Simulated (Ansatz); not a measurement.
# C3H4, singlet: the ladder up to full CI

Geometry: MP2(full)/6-31G*, from the G2/97 set.

```
atom    x (Å)    y (Å)    z (Å)
   C   0.0000   0.0000   0.1552
   C   0.0000   0.0000   1.3734
   C   0.0000   0.0000  -1.3062
   H   0.0000   0.0000   2.4391
   H   0.0000   1.0211  -1.6959
   H   0.8843  -0.5106  -1.6959
   H  -0.8843  -0.5106  -1.6959
```

Basis STO-3G; Ansatz 0.2.0. Correlated methods freeze the noble-gas cores, which leaves 16 electrons in 16 orbitals. Prefix R: restricted or restricted open-shell reference; prefix U: unrestricted. Active spaces: frontier = (8e, 8o) about the gap.

Full CI is exact within this basis and frozen core; it isn't the basis-set limit. The frozen core follows each run's orbitals, which can shift R against U totals by a few meV.

Unrestricted rows (U) aren't spin-pure: their determinants' ⟨S²⟩ exceeds S(S+1) by up to 0.17, so they mix in states of higher spin.

```
UHF ⟨S²⟩                          : 0.172
T1 diagnostic (RCCSD)             : 0.0016
largest doubles amplitude (RCCSD) : 0.139
```

Task: From what is known of these methods and the diagnostics, rank them by the size of their error in total energy against full CI in STO-3G, smallest first (an estimate: the text doesn't fix the numbers).
A. RCCSD
B. RCCSDTQ
C. CISDTQ
D. CASSCF (frontier space)
E. RMP2

Result: B (0.05 mEh), C (1.74 mEh), A (3.49 mEh), E (36.62 mEh), D (97.42 mEh).

All errors are against full CI in STO-3G. Within each family the higher level lies nearer, as is usual though not guaranteed.

The full-CI state has the irrep A' of Cs, in the program's axes (one component, if the state is degenerate).

Natural occupations of full CI about the gap: 1.975 1.975 1.974 1.914 1.914 0.087 0.087 0.033 0.023 0.023; effectively unpaired electrons, Σ n²(2−n)², 0.13.

Atomization energy (electronic, same basis, no zero-point term; atoms at the same level, unrestricted beside the R rows where the molecule is a closed shell, with restricted open-shell steps beyond CCSDT(Q)) at full CI: 3043.1 kJ/mol. Errors of other levels:

```tsv
level	error (kJ/mol)
RHF	-468.3
UHF	-466.4
RMP2	-14.3
CISD	-71.3
RCCSD	-9.2
RCCSD(T)	-5.6
BCCD(T)	-5.6
RCCSDT	-5.1
CISDTQ	-4.6
RCCSDT(Q)	-0.3
RCCSDTQ	-0.1
```

This basis is far from its limit, so the value isn't to be set against a measured one. Truncated CI isn't size-consistent, which counts against it in atomization.
